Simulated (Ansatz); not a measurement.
# BLYP/def2-TZVPPD run of SiO (SMILES O=[Si])

What is the vertical ionisation energy of SiO at BLYP/def2-TZVPPD? 

Program for the calculation: Ansatz 0.2.0.

32 further runs of the same task are left out: 32 set aside as unsound or not needed.

## 1. Starting point

The species is SiO (2 atoms), meant as a singlet with charge 0. As SMILES, `O=[Si]`. The coordinates come from a PBE0-D4/def2-TZVP relaxation.

Bond lengths: O1–Si2 1.509 Å.

## 2. The energy at BLYP/def2-TZVPPD

Contents of in.yaml:

```yaml
crystal:
  periodic: [false, false, false]
  atoms:
    - {symbol: O, position_ang: [-0.640700, 0.231500, -0.324000]}
    - {symbol: Si, position_ang: [0.640700, -0.231500, 0.324000]}
basis:
  gaussian:
    orbitals: def2-TZVPPD.json
magnetization:
  spin_polarized: false
  initial_magnetization: 0
hamiltonian:
  xc: {name: BLYP}
accuracy: high
output:
  orbitals: {seedname: orbitals}
```

The basis set def2-TZVPPD is read from a file made from the Basis Set Exchange's data (not shown).

On the command line:

```
ansatz run in.yaml --threads 1 --pin off --max-ram 3480MiB --events-out events.jsonl --progress --plain --runs-dir runs
```

What it wrote:

```text
Warning: RAYON_NUM_THREADS=1 ignored (pool sized by the plan → 1); use --threads N
Functional definition: BLYP
  name "BLYP"
  parameter beta = 0.0042
  parameter a = 0.04918
  parameter b = 0.132
  parameter c = 0.2533
  parameter d = 0.349
  exchange = b88_x(beta = beta)
  correlation = lyp_c(a = a, b = b, c = c, d = d)
1168 factors; integrals over basis functions are off by at most 3.9e-9 eV
mean field evaluation 1: about -9914.1353 eV, gradient 8.1e1 eV
mean field evaluation 2: about -9716.4726 eV, gradient 2.1e2 eV
mean field evaluation 4: about -9925.8012 eV, gradient 9.2e0 eV
mean field evaluation 8: about -9926.0149 eV, gradient 6.6e-1 eV
mean field evaluation 16: about -9926.0129 eV, gradient 2.6e-5 eV
mean field -9926.01286533 eV, -364.7742447076 hartree, gradient 8.0e-9 eV, S^2 0.000000; 0 other end points of the search recorded, 0 dependent functions left out
reference -9926.01290105 eV, -364.7742460204 hartree; 11, 11 occupied and 77, 77 virtual orbitals, 1168 factors
Total energy: -9926.01290105 eV, -364.7742460204 hartree
```

Wall time 2.2 s (1 thread of Arm Neoverse V2, shared host); peak memory 0.14 GiB.

## 3. The doublet cation, same level

Contents of run.yaml:

```yaml
crystal:
  periodic: [false, false, false]
  atoms:
    - {symbol: O, position_ang: [-0.640700, 0.231500, -0.324000]}
    - {symbol: Si, position_ang: [0.640700, -0.231500, 0.324000]}
basis:
  gaussian:
    orbitals: def2-TZVPPD.json
total_charge: 1
magnetization:
  spin_polarized: true
  initial_magnetization: 1
hamiltonian:
  xc: {name: BLYP}
accuracy: high
output:
  orbitals: {seedname: orbitals}
```

The basis set def2-TZVPPD is read from a file made from the Basis Set Exchange's data (not shown).

On the command line:

```
ansatz run run.yaml --threads 1 --pin off --max-ram 3480MiB --events-out events.jsonl --progress --plain --runs-dir runs
```

What it wrote (excerpt; [...] marks lines left out):

```text
Warning: RAYON_NUM_THREADS=1 ignored (pool sized by the plan → 1); use --threads N
[... 9 set-up lines as earlier in the session ...]
1168 factors; integrals over basis functions are off by at most 3.9e-9 eV
mean field evaluation 1: about -9878.4020 eV, gradient 1.0e2 eV
mean field evaluation 2: about -9625.8507 eV, gradient 1.7e2 eV
mean field evaluation 4: about -9911.5548 eV, gradient 2.8e1 eV
mean field evaluation 8: about -9914.8004 eV, gradient 2.2e-1 eV
mean field evaluation 16: about -9914.7974 eV, gradient 3.4e-4 eV
mean field evaluation 32: about -9913.9620 eV, gradient 1.6e0 eV
mean field -9914.79740891 eV, -364.3620842862 hartree, gradient 1.8e-8 eV, S^2 0.754047; 4 other end points of the search recorded, 0 dependent functions left out
reference -9914.79744861 eV, -364.3620857454 hartree; 11, 10 occupied and 77, 78 virtual orbitals, 1168 factors
Total energy: -9914.79744861 eV, -364.3620857454 hartree
```

It took 6.9 s on 1 thread of Arm Neoverse V2, shared host; peak memory 0.18 GiB.

## 4. Summary of results

At BLYP/def2-TZVPPD:

| quantity | value |
| --- | --- |
| singlet SiO: total energy | -364.77425 Eh |
| singlet SiO: HOMO energy | -7.36 eV |
| singlet SiO: LUMO energy | -2.74 eV |
| singlet SiO: HOMO–LUMO gap | 4.62 eV |
| doublet cation: total energy | -364.36209 Eh |
| doublet cation: HOMO energy (highest over α and β) | -16.17 eV |
| doublet cation: LUMO energy (lowest over α and β) | -15.15 eV |
| doublet cation: ⟨S²⟩ | 0.754 |
| vertical ionisation energy (to the doublet cation) | 11.215 eV |

Removing an electron at fixed nuclei costs 11.22 eV (1082 kJ/mol). −ε(HOMO) before ionisation, 7.36 eV, is 3.86 eV below this ionisation energy.
